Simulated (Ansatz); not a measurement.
Reaction (SMILES): CS (CH3-SH) + [H][H] (H2) → C (CH4) + S (H2S)
B3LYP-D3(BJ)/def2-TZVP geometries, fixed; electronic energies without zero-point terms.

Basis-set convergence of the energy of full hydrogenation at PBE with Ansatz (a program for electronic structure). Cartesian d functions, on some or all atoms, in 6-31G*, 6-31+G*, 6-311G**, 6-311+G**; all else is spherical. The program fits the integrals of some runs and decomposes those of others, by size. No added dispersion term, no relativity. Functions are those of the species that has most. Reference: the value in aug-pcseg-3, -19.17 kcal/mol, itself unsure by roughly 0.02 kcal/mol (its mean distance from aug-cc-pV(Q+d)Z, cc-pV(5+d)Z, def2-QZVPPD). Deviations are taken from unrounded values.

```
basis            functions  energy of full hydrogenation (kcal/mol)
---------------  ---------  ---------------------------------------
6-31G*                  42                                   -17.12
6-31+G*                 50                                   -17.98
def2-SVP                52                                   -20.12
def2-SVPD               79                                   -21.33
pcseg-1                 52                                   -19.92
aug-pcseg-1             86                                   -19.72
cc-pV(D+d)Z             57                                   -19.53
aug-cc-pV(D+d)Z         91                                   -20.37
6-311G**                69                                   -19.48
6-311+G**               77                                   -19.56
def2-TZVP               92                                   -18.74
def2-TZVPD             119                                   -18.97
pcseg-2                120                                   -19.30
aug-pcseg-2            188                                   -19.31
cc-pV(T+d)Z            125                                   -19.21
aug-cc-pV(T+d)Z        193                                   -19.28
def2-TZVPP             129                                   -19.15
def2-TZVPPD            156                                   -19.27
cc-pV(Q+d)Z            239                                   -19.14
aug-cc-pV(Q+d)Z        353                                   -19.17
def2-QZVPP             247                                   -19.18
def2-QZVPPD            274                                   -19.21
pcseg-3                256                                   -19.17
aug-pcseg-3            370                                   -19.17
```

What the diffuse functions change, pair by pair:
- 6-31G* to 6-31+G*: 8 more functions, deviation 2.06 to 1.19 kcal/mol
- def2-SVP to def2-SVPD: 27 more functions, deviation -0.95 to -2.16 kcal/mol
- pcseg-1 to aug-pcseg-1: 34 more functions, deviation -0.75 to -0.55 kcal/mol
- cc-pV(D+d)Z to aug-cc-pV(D+d)Z: 34 more functions, deviation -0.36 to -1.19 kcal/mol
- 6-311G** to 6-311+G**: 8 more functions, deviation -0.31 to -0.39 kcal/mol
- def2-TZVP to def2-TZVPD: 27 more functions, deviation 0.43 to 0.21 kcal/mol
- pcseg-2 to aug-pcseg-2: 68 more functions, deviation -0.13 to -0.14 kcal/mol
- cc-pV(T+d)Z to aug-cc-pV(T+d)Z: 68 more functions, deviation -0.03 to -0.11 kcal/mol
- def2-TZVPP to def2-TZVPPD: 27 more functions, deviation 0.02 to -0.10 kcal/mol
- cc-pV(Q+d)Z to aug-cc-pV(Q+d)Z: 114 more functions, deviation 0.03 to 0.00 kcal/mol
- def2-QZVPP to def2-QZVPPD: 27 more functions, deviation -0.01 to -0.04 kcal/mol
- pcseg-3 to aug-pcseg-3: 114 more functions, deviation 0.00 to 0.00 kcal/mol

Leaving out the reference's own pair, they bring the value nearer the reference by more than 0.02 kcal/mol in 4 of 11 pairs.
